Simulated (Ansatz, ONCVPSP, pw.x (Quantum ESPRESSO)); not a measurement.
## Which Si potential is closest to all-electron in the diamond crystal?

All use PBE, scalar-relativistic, no spin, cutoffs from each file’s atomic test, pw.x 7.5; 8³ k-points, Fermi–Dirac smearing 0.01 Ry. Δ is the rms difference from all-electron LAPW of the E(V) curves that follow from fits to the pressures, over ±6 % in volume. Mesh and smearing are coarse and serve the comparison alone. The files are a selection: those with a ghost or negative overlap were mostly not run, and those with noisy or unconverged pressures or nearly equal Δ are left out.

All-electron: a0 = 5.469 Å (V0 = 20.45 Å³/atom), B0 = 88.5 GPa.

(1) Rank them by Δ, smallest first.
A. optimised norm-conserving Vanderbilt (ONCV), ONCVPSP 4.0.1.1 (patched build), PBE; core [Ne], reference 3s2 3p2; waves: 3s: rc 1.90 bohr, ncon 4, nbas 8, qcut 2.9 1/bohr, 1 projector; 3p: rc 2.25 bohr, ncon 4, nbas 8, qcut 3 1/bohr, 2 projectors, debl 3.1 Ha; d scattering state at 0.1 Ha: rc 2.15 bohr, ncon 4, nbas 9, qcut 4.6 1/bohr, 2 projectors, debl 0.7 Ha; local part: polynomial inside 1.60 bohr (lpopt 2, dvloc0 0 Ha); core correction: Teter function fitted to the true core (icmod 2), fcfact 0.55.
B. optimised norm-conserving Vanderbilt (ONCV), ONCVPSP 4.0.1.1 (patched build), PBE; core [Ne], reference 3s2 3p2; waves: 3s: rc 1.95 bohr, ncon 3, nbas 7, qcut 3.3 1/bohr, 2 projectors, debl 3.4 Ha; 3p: rc 2.35 bohr, ncon 5, nbas 9, qcut 3.5 1/bohr, 2 projectors, debl 2.9 Ha; d scattering state at 0.1 Ha: rc 2.55 bohr, ncon 5, nbas 9, qcut 4.1 1/bohr, 2 projectors, debl 3.1 Ha; local part: polynomial inside 1.45 bohr (lpopt 5, dvloc0 1 Ha); core correction: Teter function, fcfact 2.25, rcfact 1.55.
C. optimised norm-conserving Vanderbilt (ONCV), ONCVPSP 4.0.1.1 (patched build), PBE; core [Ne], reference 3s2 3p2; waves: 3s: rc 1.50 bohr, ncon 4, nbas 7, qcut 4.5 1/bohr, 2 projectors, debl 2.6 Ha; 3p: rc 2.30 bohr, ncon 4, nbas 8, qcut 3.4 1/bohr, 3 projectors, debl 2.9 Ha; d scattering state at 0.21 Ha: rc 2.30 bohr, ncon 4, nbas 8, qcut 4.8 1/bohr, 2 projectors, debl 4 Ha; local part: polynomial inside 1.05 bohr (lpopt 5, dvloc0 0 Ha); core correction: Teter function, fcfact 6, rcfact 1.55.
D. optimised norm-conserving Vanderbilt (ONCV), ONCVPSP 4.0.1.1 (patched build), PBE; core [Ne], reference 3s2 3p2; waves: 3s: rc 1.95 bohr, ncon 4, nbas 8, qcut 2.8 1/bohr, 2 projectors, debl 0.7 Ha; 3p: rc 1.95 bohr, ncon 4, nbas 9, qcut 5 1/bohr, 2 projectors, debl 0.9 Ha; d scattering state at 0.25 Ha: rc 1.80 bohr, ncon 4, nbas 9, qcut 6.4 1/bohr, 2 projectors, debl 3.7 Ha; local part: polynomial inside 1.55 bohr (lpopt 5, dvloc0 2 Ha); core correction: polynomial model core, fcfact 0.15.

## Answers

(1) B (0.9 meV/atom), D (1.4 meV/atom), A (2.1 meV/atom), C (3.9 meV/atom).
